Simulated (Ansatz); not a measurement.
System: ClF, charge 0, singlet. ClF (SMILES FCl).
B3LYP-D3(BJ)/def2-TZVP minimum from Ansatz (a quantum-chemistry and plane-wave program):
```
F
Cl 1 1.6409
```
Charge 0, spin multiplicity 1.

Property: atomisation energy (electronic, to ground-state atoms), in kcal/mol. UHF or UKS for unpaired electrons; spin-orbit terms are left out. CBS(X,Y): correlation extrapolated as X^-3, Hartree-Fock from the larger set (Q,5: extrapolated as (X+1)exp(-9√X)). A bracket is a step between two methods taken in the basis named. Functionals run without relativity, which enters their misses. Double hybrids freeze cores in their MP2 part. 'core' is core correlation in cc-pwCVTZ (1s frozen past Ne), 'X2C' scalar relativity in cc-pVTZ-DK, both at CCSD(T).

CCSD(T)/CBS(cc-pV(Q+d)Z,cc-pV(5+d)Z) + [CCSDT(Q) - CCSD(T)]/cc-pV(Q+d)Z + [CCSDTQ - CCSDT(Q)]/cc-pV(D+d)Z + core + X2C (Ansatz) gives 62.8 kcal/mol.

Question: How far off this value is PBE/def2-TZVPD (Ansatz), in which direction, and which of these levels come nearer: B3LYP/def2-TZVPD, B2PLYP/def2-TZVPD, CCSD(T)/CBS(cc-pV(Q+d)Z,cc-pV(5+d)Z) + core + X2C?

Answer: PBE gives 71.9 kcal/mol, 9.1 kcal/mol above it. Differences of the others: B3LYP/def2-TZVPD (Ansatz) -2.5; B2PLYP/def2-TZVPD (Ansatz) -3.2; CCSD(T)/CBS(cc-pV(Q+d)Z,cc-pV(5+d)Z) + core + X2C (Ansatz) -0.2 kcal/mol. Nearer than PBE: B3LYP/def2-TZVPD, B2PLYP/def2-TZVPD, CCSD(T)/CBS(cc-pV(Q+d)Z,cc-pV(5+d)Z) + core + X2C.
